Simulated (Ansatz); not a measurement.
bcc Ba was calculated with LDA (plane waves, PAW; Ansatz, a program for electronic structure).

Run with plane-wave cutoff 520 eV, 18×18×18 k mesh, Fermi–Dirac smearing 0.035 eV (set by the program), scalar-relativistic PAW data made under PBE.

The cell has the measured lattice: a = b = c = 5.0250 Å, α = β = γ = 90.00°.

Q: Estimate the Voigt–Reuss–Hill bulk modulus, Poisson ratio, Young modulus, elastic constant C11, elastic constant C12 and elastic constant C44 that the calculation returns.

A: 
Voigt–Reuss–Hill bulk modulus: 6.24 GPa
Poisson ratio: 0.179
Young modulus: 12.0 GPa
elastic constant C11: 8.72 GPa
elastic constant C12: 4.99 GPa
elastic constant C44: 9.73 GPa

Note: the cell isn't this level's own, so it is under some stress, which shifts stiffness and frequencies.

Elastic constants are with the ions relaxed.

Spin–orbit coupling is not included.

The result took about 5 core-minutes (a rough figure).
